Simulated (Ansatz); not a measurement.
Li₂H₂. Total charge 0; triplet. Geometry PBE-D4/def2-TZVP, that of the charge +1 doublet; atoms count from 1.

```xyz
4

Li   -0.245    0.142    1.604
Li    0.240   -0.153   -1.604
H    -0.631   -0.055   -0.090
H     0.636    0.067    0.090
```

At PBE0-D4/def2-TZVP a singlet of charge 0 lies 0.54 eV below the triplet at the same geometry. The structure comes from a short search, and lower isomers may exist.

Problem. Estimate the Mulliken populations from the PBE0/def2-TZVP orbitals of Ansatz.

Solution. 
| atom | charge (e) | spin (α − β) |
| --- | --- | --- |
| Li1 | 0.32 | 0.57 |
| Li2 | 0.32 | 0.57 |
| H3 | -0.32 | 0.43 |
| H4 | -0.32 | 0.43 |
Mulliken values and Mayer orders depend strongly on the basis.

Problem. Where does the spin sit?

Solution. Summed by element: Li 1.14, H 0.86, of 2 unpaired in all. Largest on single atoms: Li1 0.57, Li2 0.57, H4 0.43.
